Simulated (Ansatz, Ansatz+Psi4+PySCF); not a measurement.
```xyz
2

Si    0.0000    0.0000   -0.7231
N     0.0000    0.0000    0.7231
```

Basis set: cc-pVTZ on N; cc-pV(T+d)Z on Si (spherical functions). Frozen core: 6 orbitals. Correlation on ROHF uses semicanonical orbitals with singles. Charge 0, multiplicity 2.

Computed with Ansatz (development build ahead of 0.2.0); the reference of a correlated method needn't be the lowest determinant of its kind.

Problem. Give the atomization energy at this shape (free ground-state atoms in the same class of orbitals less the molecule, no zero-point energy) of doublet SiN by UHF-BCCD(T), ROHF-CCSD(T), UHF-CCSD(T).

Solution.

```
      method  atomization energy
 UHF-BCCD(T)             3.73 eV
ROHF-CCSD(T)             3.73 eV
 UHF-CCSD(T)             3.71 eV
```

Caution: the reference determinant was not shown to be the lowest; the shape is not the minimum.
